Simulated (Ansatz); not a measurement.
Geometry optimisation, UKS PBE/def2-SVP (Ansatz).

input.yaml

```yaml
crystal:
  periodic: [false, false, false]
  atoms:
    - { symbol: Al, position_ang: [-2.050468, -1.534058, 0.106112] }
    - { symbol: Si, position_ang: [1.033768, 0.354809, -0.02758] }
    - { symbol: H, position_ang: [-0.372517, 0.724493, -0.002492] }
    - { symbol: H, position_ang: [-3.168722, -0.270764, 0.038637] }
    - { symbol: H, position_ang: [1.849535, 1.61952, -0.102684] }
    - { symbol: H, position_ang: [1.390792, -0.399119, 1.221828] }
    - { symbol: H, position_ang: [1.317612, -0.494982, -1.233821] }
magnetization:
  spin_polarized: true
basis:
  gaussian: { orbitals: def2-SVP }
hamiltonian:
  xc: pbe
relax:
  f_tol: 0.03
  max_steps: 50
output:
  orbitals: {}
```

Launched with:

```bash
$ ansatz run input.yaml --threads 2 --pin off --max-ram 3072MiB --backend cpu --events-out ev --progress --plain --runs-dir out
```

Where does it end, and by what steps?

The forces met the threshold. After 6 steps the energy has fallen by 0.074 eV; H4 moved furthest, 0.45 Å.

```json
{"step": "0", "energy less start (eV)": "0.0000", "largest force component (eV/Å)": "1.087", "accepted": "yes"}
{"step": "1", "energy less start (eV)": "-0.0475", "largest force component (eV/Å)": "0.446", "accepted": "yes"}
{"step": "2", "energy less start (eV)": "-0.0666", "largest force component (eV/Å)": "0.107", "accepted": "yes"}
{"step": "3", "energy less start (eV)": "-0.0711", "largest force component (eV/Å)": "0.068", "accepted": "yes"}
{"step": "4", "energy less start (eV)": "-0.0730", "largest force component (eV/Å)": "0.058", "accepted": "yes"}
{"step": "5", "energy less start (eV)": "-0.0742", "largest force component (eV/Å)": "0.038", "accepted": "yes"}
{"step": "6", "energy less start (eV)": "-0.0745", "largest force component (eV/Å)": "0.022", "accepted": "yes"}
```

```xyz
7
Properties=species:S:1:pos:R:3
Al -1.786 -1.385 0.092
Si 0.932 0.262 -0.025
H -0.577 0.513 -0.002
H -2.788 -0.038 0.038
H 1.568 1.626 -0.096
H 1.355 -0.438 1.232
H 1.296 -0.540 -1.239
```

Time of the run: 9.5 s on 2 threads of Arm Neoverse V1, with other jobs on the host, peak memory 0.12 GiB.
